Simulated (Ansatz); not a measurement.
Ansatz (a quantum-chemistry and plane-wave program) input (MP2/6-31G*):

Ansatz 0.2 input:
```yaml
crystal:
  periodic: [false, false, false]
  atoms:
    - {symbol: C, position_ang: [-0.05597168, 1.17374823, -0.34374154]}
    - {symbol: O, position_ang: [-0.24944197, 0.11586462, 0.47547716]}
    - {symbol: C, position_ang: [0.18257024, -1.13520039, -0.03911133]}
    - {symbol: H, position_ang: [0.70352290, 1.10180967, -1.11412819]}
    - {symbol: H, position_ang: [-0.33963666, 2.12104925, 0.08788748]}
    - {symbol: H, position_ang: [0.00612759, -1.87648924, 0.73690867]}
    - {symbol: H, position_ang: [-0.38403480, -1.39909118, -0.93654013]}
    - {symbol: H, position_ang: [1.24996536, -1.10548243, -0.28082782]}
basis:
  gaussian:
    orbitals: 6-31G*
magnetization: {spin_polarized: true, initial_magnetization: 1}
correlation: {method: mp2, electrons: outside_noble_gas}
relax: {f_tol: 0.003, max_steps: 120}
```

Output:

```
WARN ansatz: RAYON_NUM_THREADS=1 ignored (pool sized by the plan → 1); use --threads N
Functional definition: HF
these checks for a lower state are left out or cut short: cluster_reference
integrals: 0.01 GiB planned
638 factors; integrals over basis functions are off by at most 3.9e-4 eV
mean field: 0.13 GiB planned
mean field evaluation 1: about -4173.7344 eV, gradient 1.6e1 eV
mean field evaluation 2: about -4173.7894 eV, gradient 1.6e1 eV
mean field evaluation 4: about -4175.1436 eV, gradient 3.1e0 eV
mean field evaluation 8: about -4175.2027 eV, gradient 1.5e-1 eV
mean field -4175.20310396 eV, -153.4358840161 hartree, gradient 3.1e-6 eV, S^2 0.760509; 0 other end points of the search recorded, 0 dependent functions left out
3 core orbitals not correlated
reference -4175.20310396 eV, -153.4358840161 hartree; 10, 9 occupied and 42, 43 virtual orbitals, 638 factors
densities: 0.10 GiB planned
second order -11.31025943 eV of doubles, -0.00000000 eV of singles
the calculation of the forces begins
mean field evaluation 16: about -4175.2031 eV, gradient 3.1e-6 eV
relax step   1: F+E_penalty+E_count = -4186.51336339 eV  Δ(F+E_penalty+E_count) = +0.000e0 eV  max|allowed force component| = 6.035e-1 eV/Å  Δτ_max = 0.0000 Å  (48 SCF iters, accepted)
these checks for a lower state are left out or cut short: starts, cluster_reference, orbital_swaps, neighbouring_geometries, increment
integrals: 0.01 GiB planned
638 factors; integrals over basis functions are off by at most 3.9e-4 eV
mean field: 0.13 GiB planned
mean field -4175.20942156 eV, -153.4361161838 hartree, gradient 1.7e-6 eV, S^2 0.759374; 0 other end points of the search recorded, 0 dependent functions left out
3 core orbitals not correlated
reference -4175.20942156 eV, -153.4361161838 hartree; 10, 9 occupied and 42, 43 virtual orbitals, 638 factors
densities: 0.10 GiB planned
second order -11.31818910 eV of doubles, -0.00000000 eV of singles
the calculation of the forces begins
relax step   2: F+E_penalty+E_count = -4186.52761066 eV  Δ(F+E_penalty+E_count) = -1.425e-2 eV  max|allowed force component| = 2.670e-1 eV/Å  Δτ_max = 0.0429 Å  (42 SCF iters, accepted)
these checks for a lower state are left out or cut short: starts, cluster_reference, orbital_swaps, neighbouring_geometries, increment
integrals: 0.01 GiB planned
638 factors; integrals over basis functions are off by at most 3.8e-4 eV
mean field: 0.13 GiB planned
mean field evaluation 32: about -4175.2023 eV, gradient 1.6e-3 eV
mean field -4175.20229514 eV, -153.4358542928 hartree, gradient 1.8e-6 eV, S^2 0.759200; 0 other end points of the search recorded, 0 dependent functions left out
3 core orbitals not correlated
reference -4175.20229514 eV, -153.4358542928 hartree; 10, 9 occupied and 42, 43 virtual orbitals, 638 factors
densities: 0.10 GiB planned
second order -11.32738904 eV of doubles, -0.00000000 eV of singles
the calculation of the forces begins
relax step   3: F+E_penalty+E_count = -4186.52968418 eV  Δ(F+E_penalty+E_count) = -2.074e-3 eV  max|allowed force component| = 4.154e-2 eV/Å  Δτ_max = 0.0335 Å  (45 SCF iters, accepted)
these checks for a lower state are left out or cut short: starts, cluster_reference, orbital_swaps, neighbouring_geometries, increment
integrals: 0.01 GiB planned
638 factors; integrals over basis functions are off by at most 3.8e-4 eV
mean field: 0.13 GiB planned
mean field -4175.20288531 eV, -153.4358759809 hartree, gradient 2.8e-6 eV, S^2 0.759220; 0 other end points of the search recorded, 0 dependent functions left out
3 core orbitals not correlated
reference -4175.20288531 eV, -153.4358759809 hartree; 10, 9 occupied and 42, 43 virtual orbitals, 638 factors
densities: 0.10 GiB planned
second order -11.32696505 eV of doubles, -0.00000000 eV of singles
the calculation of the forces begins
relax step   4: F+E_penalty+E_count = -4186.52985036 eV  Δ(F+E_penalty+E_count) = -1.662e-4 eV  max|allowed force component| = 9.849e-3 eV/Å  Δτ_max = 0.0081 Å  (32 SCF iters, accepted)
these checks for a lower state are left out or cut short: starts, cluster_reference, orbital_swaps, neighbouring_geometries, increment
integrals: 0.01 GiB planned
638 factors; integrals over basis functions are off by at most 3.8e-4 eV
mean field: 0.13 GiB planned
mean field -4175.20316474 eV, -153.4358862497 hartree, gradient 2.3e-6 eV, S^2 0.759238; 0 other end points of the search recorded, 0 dependent functions left out
3 core orbitals not correlated
reference -4175.20316474 eV, -153.4358862497 hartree; 10, 9 occupied and 42, 43 virtual orbitals, 638 factors
densities: 0.10 GiB planned
second order -11.32670420 eV of doubles, -0.00000000 eV of singles
the calculation of the forces begins
relax step   5: F+E_penalty+E_count = -4186.52986894 eV  Δ(F+E_penalty+E_count) = -1.858e-5 eV  max|allowed force component| = 2.043e-3 eV/Å  Δτ_max = 0.0044 Å  (30 SCF iters, accepted)
these checks for a lower state are left out or cut short: starts, cluster_reference, orbital_swaps, neighbouring_geometries, increment
integrals: 0.01 GiB planned
638 factors; integrals over basis functions are off by at most 3.8e-4 eV
mean field: 0.13 GiB planned
mean field -4175.20323374 eV, -153.4358887856 hartree, gradient 3.0e-6 eV, S^2 0.759236; 0 other end points of the search recorded, 0 dependent functions left out
3 core orbitals not correlated
reference -4175.20323374 eV, -153.4358887856 hartree; 10, 9 occupied and 42, 43 virtual orbitals, 638 factors
densities: 0.10 GiB planned
second order -11.32664163 eV of doubles, -0.00000000 eV of singles
the calculation of the forces begins
relax step   6: F+E_penalty+E_count = -4186.52987538 eV  Δ(F+E_penalty+E_count) = -6.438e-6 eV  max|allowed force component| = 3.149e-3 eV/Å  Δτ_max = 0.0036 Å  (31 SCF iters, accepted)
these checks for a lower state are left out or cut short: starts, cluster_reference, orbital_swaps, neighbouring_geometries, increment
integrals: 0.01 GiB planned
638 factors; integrals over basis functions are off by at most 3.8e-4 eV
mean field: 0.13 GiB planned
mean field evaluation 64: about -4175.2032 eV, gradient 5.2e-2 eV
mean field -4175.20322478 eV, -153.4358884564 hartree, gradient 1.3e-6 eV, S^2 0.759228; 0 other end points of the search recorded, 0 dependent functions left out
3 core orbitals not correlated
reference -4175.20322478 eV, -153.4358884564 hartree; 10, 9 occupied and 42, 43 virtual orbitals, 638 factors
densities: 0.10 GiB planned
second order -11.32665170 eV of doubles, -0.00000000 eV of singles
the calculation of the forces begins
relax step   7: F+E_penalty+E_count = -4186.52987648 eV  Δ(F+E_penalty+E_count) = -1.107e-6 eV  max|allowed force component| = 1.756e-3 eV/Å  Δτ_max = 0.0012 Å  (30 SCF iters, accepted)
these checks for a lower state are left out or cut short: cluster_reference
integrals: 0.01 GiB planned
638 factors; integrals over basis functions are off by at most 3.8e-4 eV
mean field: 0.13 GiB planned
mean field -4175.20322478 eV, -153.4358884564 hartree, gradient 1.3e-6 eV, S^2 0.759228; 1 other end points of the search recorded, 0 dependent functions left out
3 core orbitals not correlated
reference -4175.20322478 eV, -153.4358884564 hartree; 10, 9 occupied and 42, 43 virtual orbitals, 638 factors
densities: 0.10 GiB planned
second order -11.32665170 eV of doubles, -0.00000000 eV of singles
the calculation of the forces begins
Total energy: -4186.52987648 eV, -153.8521352289 hartree
Atom 0 at    -0.076540     1.161726    -0.373194 Å, force     0.001756     0.000213     0.000928 eV/Å
Atom 1 at    -0.249526     0.117767     0.488720 Å, force     0.000232     0.000449     0.000334 eV/Å
Atom 2 at     0.176792    -1.133863    -0.044009 Å, force    -0.001589    -0.001742    -0.000072 eV/Å
Atom 3 at     0.771723     1.115483    -1.053476 Å, force    -0.000309    -0.000161    -0.000257 eV/Å
Atom 4 at    -0.359370     2.109274     0.065524 Å, force    -0.001011     0.000171    -0.000290 eV/Å
Atom 5 at     0.033631    -1.870387     0.745849 Å, force    -0.000081     0.001015    -0.000718 eV/Å
Atom 6 at    -0.419910    -1.407823    -0.919646 Å, force     0.000089    -0.000565     0.000277 eV/Å
Atom 7 at     1.236301    -1.095967    -0.323843 Å, force     0.000914     0.000620    -0.000202 eV/Å
Dipole moment:     0.188787    -0.158258    -0.161043 e Å
Checks for a lower state left out: cluster_reference
```
